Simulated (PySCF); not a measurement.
# Gas-phase XPS of `C=[PH3]`, computed

Compound: CH₅P.
Bonds: C1–P2 (double). Hydrogens: H3, H4 on C1; H5, H6, H7 on P2.

Method used: PySCF, delta-SCF UKS SCAN, pcX-2 on the ionised atom, pcseg-1 elsewhere, spin-free X2C. These are vertical core ionisation energies against the vacuum level, from separate self-consistent calculations with and without the core hole.

Task: What binding energy does each computed site have?

Result: 
| atom(s) | environment | level | binding energy (eV) | 2p1/2 (eV) | count |
| --- | --- | --- | --- | --- | --- |
| P2 | phosphorus bonded to C and 3 H | P 1s | 2151.89 | – | 1 |
| C1 | carbon bonded to P and 2 H | C 1s | 288.98 | – | 1 |
| P2 | phosphorus bonded to C and 3 H | P 2p3/2 | 138.10 | 138.99 | 1 |

Task: Which photon energy gives electrons from P 2p3/2 of P2 a kinetic energy of 200 eV, and what is their de Broglie wavelength?

Result: hν = 138.10 + 200 = 338.10 eV, recoil neglected; λ = 12.264 Å/√(E/eV) = 0.87 Å.

Task: Which photon wavelength matches the P 2p3/2 of P2 threshold?

Result: λ = hc/E = 12398.42 eV Å / 138.10 eV = 89.779 Å.

Spin–orbit and ligand-field terms were added within each 2p shell after the spin-free SCF. 2p1/2 minus 2p3/2 (ligand field included): P 0.89 eV. Geometry: PBE0-D3(BJ)/def2-SVP; no solvent, vibrations or thermal averaging.
